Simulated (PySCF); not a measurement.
**BH⁻, quartet: the ladder up to full CI**

Geometry: a point of a stretch scan, not a stationary point.

| atom | x (Å) | y (Å) | z (Å) |
| --- | --- | --- | --- |
| B | 0.0000 | 0.0000 | 0.0000 |
| H | 0.0000 | 0.0000 | 1.4850 |

Basis aug-cc-pVDZ; PySCF 2.14.0. Only valence electrons are correlated (noble-gas cores frozen), which leaves 5 electrons in 31 orbitals. R marks a restricted (for open shells ROHF) determinant, U an unrestricted one.

Full CI is exact within this basis and frozen core; it isn't the basis-set limit. The frozen core follows each run's orbitals, which can shift R against U totals by a few meV.

```
UHF ⟨S²⟩                          : 3.753
T1 diagnostic (ROHF- or RHF-based CCSD)             : 0.0369
largest doubles amplitude (ROHF- or RHF-based CCSD) : 0.065
T1 diagnostic (UCCSD)             : 0.0365
```

| level | E − E(full CI) (meV) | share of correlation (%) | wall time |
| --- | --- | --- | --- |
| RHF | 2300 | 0.00 | – |
| UHF | 2275 | 1.06 | – |
| RMP2 | 612 | 73.37 | – |
| UMP2 | 615 | 73.26 | – |
| RCCSD | 103 | 95.50 | – |
| UCCSD | 103 | 95.51 | – |
| RCCSD(T) | 29 | 98.72 | 0.82 s |
| UCCSD(T) | 29 | 98.73 | 0.72 s |
| RCCSDT | 4 | 99.82 | 15 s |
| UCCSDT | 4 | 99.84 | 16 s |

The correlation energy at full CI, counted from RHF, is -2.300 eV. The search over symmetries took 3.9 min on 1 thread of Intel Xeon, shared host; the state has 243,572 determinants.

Times are those of the correlated step on a shared host, with one SCF added for the restricted CCSD run; they ran on 1 thread of Intel Xeon.

The full-CI state has the irrep A2 of C2v, in the program's axes (one component, if the state is degenerate).

Natural occupations of full CI about the gap: 1.925 0.990 0.973 0.973 0.037 0.022 0.022 0.011 0.009 0.008; effectively unpaired electrons, Σ n²(2−n)², 3.03.
